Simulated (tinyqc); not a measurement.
Worked calculation: ROHF in the sto-3g basis, for H2O, spin multiplicity 3. This run ends on a higher stationary point, not on the lowest solution. Computed by tinyqc, a small Python program that keeps every step (integrals from PySCF). Settings: charge = 0, multiplicity = 3, basis = sto-3g, energy threshold = 1e-08, iteration cap = 70, orthogonalisation = symmetric, start = Wolfsberg-Helmholz matrix, DIIS depth = 6, method = ROHF. Command: `OMP_NUM_THREADS=1 python tinyqc.py 23937 23938 out.jsonl` (the two numbers bound the seeds that draw the settings). One thread of a shared host (Intel(R) Xeon(R) Processor @ 2.60GHz), about 0.06 s of CPU time with the checks.

Geometry (angstrom):
```
atom         x          y         z
O     0.000000   0.000000  0.000000
H     0.000000   0.842000  0.745000
H     0.000000  -0.842000  0.745000
```

Stop when the energy changes by less than 1e-08 hartree and every element of the error matrix X^T (F D S - S D F) X is below 3e-05.

Course of the cycle:
```
iteration   E (hartree)     change  largest element of the error matrix
1          -74.39319587          -                             3.26e-01
2          -74.59724560  -2.04e-01                             1.01e-01
3          -74.61605381  -1.88e-02                             2.17e-02
4          -74.61692079  -8.67e-04                             3.37e-03
5          -74.61696384  -4.30e-05                             1.45e-03
6          -74.61697387  -1.00e-05                             6.04e-06
7          -74.61697387  -7.32e-11                             6.78e-07
```

Can the last value be used, and what does the course show?

No, though the log alone does not show it. Converged in 7 iterations. But the solution lies 0.07137 hartree above the reference: it is another stationary point, not the lowest one. Reruns (cap 100 unless said): DIIS 8: converged in 7 to a higher stationary point; atomic densities as start, DIIS 8: converged in 6. PySCF ROHF in the same basis = -74.68834240 hartree.
